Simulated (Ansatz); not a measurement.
Mulliken charges of `O=CC(F)S` from r2SCAN/def2-TZVPP in Ansatz (PBE0-D4/def2-TZVP geometry).

```tsv
atom	x (Å)	y (Å)	z (Å)	charge (e)
O1	-0.685	1.592	-0.400	-0.257
C2	-0.095	0.917	0.388	0.134
C3	0.444	-0.485	0.123	0.236
F4	0.078	-1.229	1.233	-0.209
S5	-0.089	-1.202	-1.416	-0.123
H6	0.098	1.251	1.426	0.055
H7	1.539	-0.450	0.113	0.054
H8	-1.198	-0.450	-1.523	0.109
```

Task: By hand: the dipole of these point charges (1 e Å = 4.8032 D).

Result: Σ q r = (0.221, -0.001, 0.019) e Å, of length 0.222 e Å = 1.07 D.

Task: How does the dipole of the full density compare? (Estimate.)

Result: Ansatz gave: (0.228, 0.081, 0.148) e Å, 1.36 D; the point charges give 0.79 times that, at 32° from its direction.

Point charges leave out the atoms' own dipoles, such as those of lone pairs, and Mulliken's split depends on the basis, so the two needn't agree.
